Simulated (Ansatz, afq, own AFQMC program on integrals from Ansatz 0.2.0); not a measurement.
# Cl, doublet → Cl⁺, singlet

A free Cl atom.

E(singlet, charge +1) − E(doublet, charge +0) at this geometry, on UHF and RHF determinants.

Basis 6-31G. Only valence electrons are correlated. Integrals, coupled cluster, full CI and functionals: Ansatz 0.2.0; the random walks run on the same integrals in our own AFQMC program. The CISD trial takes its coefficients from CCSD amplitudes. Released means that phaseless walkers are propagated on without the constraint, phases kept. Free projection: walkers drawn from exp(T), propagated without any constraint. Its projection time is finite, and what remains of the start isn't in its error. ± is one standard error of the sampling. The errors of all members are added in quadrature.

Full CI on the same integrals is exact in this basis and with this determinant's frozen core.

Errors are counted within 6-31G, not against nature.

Cautions: Cl⁺ (singlet): another spin lies lower, restricted determinant unstable towards unrestricted (UHF 1.74 eV lower, ⟨S²⟩ 1.00), strong correlation (T1 0.002, weight of the determinant 0.73, largest double 0.42), CCSD(T) lies above an unrestricted determinant, so it isn't the lowest state, CCSDT(Q) lies above an unrestricted determinant, so it isn't the lowest state, CCSDTQ lies above an unrestricted determinant, so it isn't the lowest state, the ph-AFQMC/CISD walk drifts between its halves (2.6 errors), the determinant fills the p orbitals unequally in pairs, so it mixes two states of the atom (¹D and ¹S), and each level undoes that mixture to a different degree, while full CI gives the lower state, CCSDTQ on the UHF determinant differs (1.75 eV lower), perhaps since the unrestricted series falls towards higher spin, its ph-AFQMC/CISD value lies 15 ± 3 meV above full CI; this isn't the first ionization.

| level | vertical ionization energy (eV) |
| --- | --- |
| HF | 14.430 |
| CCSD | 14.010 |

Task: From these cheaper values, estimate the vertical ionization energy at the reference level in 6-31G.

Result: 13.935 eV (full CI in 6-31G).

| level | vertical ionization energy (eV) | error against FCI (eV) |
| --- | --- | --- |
| MP2 | 14.449 | 0.515 |
| CCSD(T) | 13.951 | 0.017 |
| CCSDT | 13.945 | 0.011 |
| CCSDT(Q) | 13.935 | 0.001 |
| CCSDTQ | 13.935 | 0.000 |
| free AFQMC | 13.933 ± 0.008 | -0.002 ± 0.008 |

Correlation beyond CCSD(T) takes off 0.017 eV. The perturbative (T) step is worth −0.058 eV. Where a determinant mixes two states, these steps and errors hold in part the undoing of that mixture, and only full CI is sure.

CCSDT and higher add their correlation energy to the determinant of the CCSD(T) run, since their own runs factorise the integrals more tightly (a shift of under 2 meV). Free projections are given only where their last times agree within the noise and don't stop above the reference; a slow remainder of the start can still hide under it.
